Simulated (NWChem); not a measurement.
NH, triplet; SMILES [NH]

All runs: NWChem. Spin-unrestricted. Geometry: optimised at PBE0/def2-SVP, spin-unrestricted. No stability test was run on the SCF state. Level PBE/def2-SVP: energy and gradient on several grids; changes count from the extra-fine grid, which is no exact limit either.

Which is the coarsest grid (xcoarse; coarse; xfine; medium; fine) from which on the energy stays within 50 μHa and each gradient component within 100 μHa/bohr of xfine?

coarse.
```json
[
 {"grid": "xcoarse", "size of the energy change (μHa)": "60", "largest change of a gradient component (μHa/bohr)": "300"},
 {"grid": "coarse", "size of the energy change (μHa)": "< 10", "largest change of a gradient component (μHa/bohr)": "40"},
 {"grid": "medium", "size of the energy change (μHa)": "< 10", "largest change of a gradient component (μHa/bohr)": "< 30"},
 {"grid": "fine", "size of the energy change (μHa)": "< 10", "largest change of a gradient component (μHa/bohr)": "< 30"},
 {"grid": "xfine", "size of the energy change (μHa)": "< 10", "largest change of a gradient component (μHa/bohr)": "< 30"}
]
```
